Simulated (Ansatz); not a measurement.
```yaml
crystal:
  periodic: [false, false, false]
  atoms:
    - {symbol: C, position_ang: [-1.233342, 0.369791, -0.109852]}
    - {symbol: N, position_ang: [-0.400718, -0.521319, -0.423259]}
    - {symbol: C, position_ang: [0.945178, -0.420484, -0.007956]}
    - {symbol: F, position_ang: [1.247664, 0.704514, 0.743434]}
    - {symbol: H, position_ang: [-2.262289, 0.258778, -0.447604]}
    - {symbol: H, position_ang: [-0.980038, 1.250841, 0.483984]}
    - {symbol: H, position_ang: [1.585247, -0.403102, -0.895400]}
    - {symbol: H, position_ang: [1.190396, -1.296217, 0.600753]}
basis:
  gaussian: {orbitals: def2-TZVPD}
total_charge: 1
magnetization: {spin_polarized: true, initial_magnetization: 1}
hamiltonian: {xc: {name: revPBE}}
accuracy: high
scf: {lower_state_search: full}
```

```sh
$ ansatz run in.yaml --threads 2 --pin off --events-out ev --progress --plain --max-ram 4352MiB
```

Output, abridged:

```
Functional definition: revPBE
3108 factors; integrals over basis functions are off by at most 4.0e-9 eV
mean field evaluation 1: about -6325.1377 eV, gradient 5.3e1 eV
mean field evaluation 2: about -6325.1377 eV, gradient 5.3e1 eV
mean field evaluation 4: about -6331.0317 eV, gradient 3.5e1 eV
mean field evaluation 8: about -6335.6663 eV, gradient 5.9e-1 eV
mean field evaluation 16: about -6335.6678 eV, gradient 6.5e-4 eV
mean field evaluation 128: about -6335.6678 eV, gradient 5.8e-7 eV
mean field -6335.66779482 eV, -232.8314969896 hartree, gradient 6.3e-8 eV, S^2 0.756093; 9 other end points of the search recorded, 0 dependent functions left out
reference -6335.66780013 eV, -232.8314971847 hartree; 16, 15 occupied and 171, 172 virtual orbitals, 3108 factors
Total energy: -6335.66780013 eV, -232.8314971847 hartree
```

It took 31 s on 2 threads of an Arm Neoverse V2 on a shared host, with 0.99 GiB of host memory at the peak.
